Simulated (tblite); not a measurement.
Species: C₆H₁₁ (doublet state).
InChI=1S/C6H11/c1-5-6(2,3)4/h1H2,2-4H3

Computed values, GFN2-xTB/tblite, gas phase, harmonic and unscaled. This tight-binding method is rough: wavenumbers can miss measured ones by several per cent, in bad cases by 10 to 20. Open shells enter through the occupations alone, without spin polarisation, and single modes of such species can be off by tens of per cent.

Harmonic wavenumbers (cm⁻¹): 39.2, 170.2, 181.4, 234.1, 236.4, 271.4, 329.3, 356.5, 386.5, 460.9, 559.7, 749.9, 859.7, 898.9, 943.7, 958.2, 962.3, 972.5, 1028.6, 1032.0, 1200.4, 1216.6, 1241.2, 1379.7, 1387.8, 1399.1, 1417.6, 1481.7, 1492.7, 1494.0, 1495.9, 1499.4, 1511.5, 1805.1, 2835.6, 3019.5, 3024.4, 3029.7, 3030.7, 3033.1, 3034.7, 3038.0, 3040.3, 3040.8, 3042.3.

A = 4545, B = 2656, C = 2646 MHz; mass 83.086 u (most abundant isotopes); point group C1, symmetry number 1; spin multiplicity 2.

Q: Zero-point energy?

A: Half the sum of the wavenumbers: 32412 cm⁻¹ = 92.67 kcal/mol.

Q: Entropy at 500 K, 1 bar (ideal gas, RRHO, classical rotation)?

A: Translation 41.76, rotation 28.25, vibration 37.44, spin (R ln 2) 1.38: S = 108.8 cal/(mol K).

Q: And Cp and H(500 K) − H(0)?

A: Cp = 46.84 cal/(mol K), of which vibrations give 38.89 (their classical limit is 45 R = 89.4); H(500 K) − H(0) = 13.86 kcal/mol without the zero-point energy, 9.88 from vibrations.

Q: What must be added to the electronic energy to get the Gibbs energy at 500 K and 1 bar?

A: ZPE + [H(500 K) − H(0)] − T·S = 92.67 + 13.86 − 54.41 = 52.12 kcal/mol.

Q: Blend soft modes into free rotors: weight 1/[1 + (100 cm⁻¹/ν̃)⁴] for the oscillator and the rest for a rotor with moment μB/(μ + B), μ = h/(8π²ν), B = 10⁻⁴⁴ kg m². What vibrational entropy results?

A: 35.33 cal/(mol K) in place of 37.44, which changes −T·S at 500 K by +1.05 kcal/mol.

Hindered rotation and anharmonicity are outside this model. The structure is chiral; the term R ln 2 for an equal mix with its mirror image is left out.

Conformer computed: `[CH2:1]=[C:2][C:3]([CH3:4])([CH3:5])[CH3:6]`: C1–C2–C3–C4 -105°.
